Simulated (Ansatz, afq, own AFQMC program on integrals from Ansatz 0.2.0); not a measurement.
BO, quartet: AFQMC among the cluster methods

```xyz
2

B     0.0000    0.0000    0.0000
O     0.0000    0.0000    1.5320
```

Basis 6-31G. Only valence electrons are correlated. Ansatz 0.2.0 and our own AFQMC program on the same integrals; the CISD trial comes from CCSD amplitudes, and released means the phaseless constraint is let go. ± is one standard error of the sampling.

Determinant: UHF, the one that the program's search chose, which needn't be the lowest solution. The geometry is a point of a scan.

Full CI on the same integrals is exact in this basis and with this determinant's frozen core.

Cautions: lower spins were not checked; CCSD(T) is in doubt: in a space of 9 electrons in 9 natural orbitals full CI lies 85 meV below it; the CCSDT(Q) amplitudes may be one of several solutions (largest double 0.85); the CCSDTQ amplitudes may be one of several solutions (largest double 0.90); the released energy hasn't reached full CI (220 meV above it at 2.40 1/Eh), so no released level is given (meV from the phaseless value at times in 1/Eh: -4 ± 5 at 0.24, -7 ± 4 at 0.51, -2 ± 3 at 0.99, -4 ± 5 at 1.62, -2 ± 5 at 2.40); the determinant fills πx and πy unequally, so it mixes two states of the linear molecule, and each level undoes that mixture to a different degree, while full CI gives the lower state.

* T1 diagnostic: 0.0285
* weight of the determinant in the CISD state: 0.895
* ⟨S²⟩ of the determinant: 3.754
* size of the correlated space: 9 electrons in 16 orbitals

Reference: full CI, correlation energy -3.748 eV. The cautions show a poor starting determinant, so the rows tell how each method copes with it here, and full CI is the sure value.

```json
{"level": "HF", "E − E(reference) (meV)": "3747.5", "share of correlation (%)": "0.00"}
{"level": "MP2", "E − E(reference) (meV)": "822.7", "share of correlation (%)": "78.05"}
{"level": "CCSD", "E − E(reference) (meV)": "391.1", "share of correlation (%)": "89.56"}
{"level": "CCSD(T)", "E − E(reference) (meV)": "249.5", "share of correlation (%)": "93.34"}
{"level": "CCSDT", "E − E(reference) (meV)": "26.8", "share of correlation (%)": "99.28"}
{"level": "CCSDT(Q)", "E − E(reference) (meV)": "-11.6", "share of correlation (%)": "100.31"}
{"level": "CCSDTQ", "E − E(reference) (meV)": "2.6", "share of correlation (%)": "99.93"}
{"level": "ph-AFQMC/HF", "E − E(reference) (meV)": "323.4 ± 22.9", "share of correlation (%)": "91.37"}
{"level": "ph-AFQMC/CISD", "E − E(reference) (meV)": "222.4 ± 4.8", "share of correlation (%)": "94.06"}
```

CCSDT and higher add their correlation energy to the determinant of the CCSD(T) run, since their own runs factorise the integrals more tightly (a shift of under 2 meV).
